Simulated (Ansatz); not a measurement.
```yaml
crystal:
  periodic: [false, false, false]
  atoms:
    - {symbol: Li, position_ang: [-0.974077, -0.066617, 0.859234]}
    - {symbol: Li, position_ang: [0.829695, -0.434996, -1.045795]}
    - {symbol: F, position_ang: [0.284659, 0.588414, 0.292288]}
basis:
  gaussian: {orbitals: def2-TZVP, final_grid: {core_spheres: 20, valence_spheres: 16, degree: 47}}
magnetization: {spin_polarized: false, initial_magnetization: 3}
hamiltonian: {xc: {name: SVWN5}}
output: {forces: true}
```

```sh
$ ansatz run in.yaml --threads 4 --pin off --events-out ev --progress --plain --max-ram 3916MiB
```

Shortened log:

```
Functional definition: SVWN5
414 factors; their error is unknown
mean field evaluation 1: about -3094.9306 eV, gradient 8.7e0 eV
mean field evaluation 2: about -3094.5316 eV, gradient 1.4e1 eV
mean field evaluation 4: about -3094.7537 eV, gradient 8.2e0 eV
mean field evaluation 8: about -3095.1086 eV, gradient 5.2e-3 eV
mean field evaluation 16: about -3095.1075 eV, gradient 3.2e-6 eV
mean field evaluation 32: about -3094.7305 eV, gradient 4.2e-4 eV
mean field evaluation 64: about -3094.7643 eV, gradient 3.4e-1 eV
mean field evaluation 96: about -3094.9035 eV, gradient 2.6e0 eV
mean field evaluation 128: about -3093.1087 eV, gradient 8.2e0 eV
mean field -3095.10754225 eV, -113.7431042385 hartree, gradient 3.0e-6 eV, S^2 3.750000; 13 other end points of the search recorded, 0 dependent functions left out
reference -3095.10757295 eV, -113.7431053666 hartree; 9, 6 occupied and 50, 53 virtual orbitals, 414 factors
Total energy: -3095.10757295 eV, -113.7431053666 hartree
Atom 0 at    -0.974077    -0.066617     0.859234 Å, force    -3.706124    -1.708418     1.853347 eV/Å
Atom 1 at     0.829695    -0.434996    -1.045795 Å, force     0.744181    -0.888791    -1.401877 eV/Å
Atom 2 at     0.284659     0.588414     0.292288 Å, force     2.961943     2.597208    -0.451470 eV/Å
Dipole moment:     0.141234     0.351771     0.169005 e Å
```

It took 1.5 s on 4 threads of Arm Neoverse V2 on a shared host.

With spin_polarized false and unpaired electrons the run is restricted open-shell.
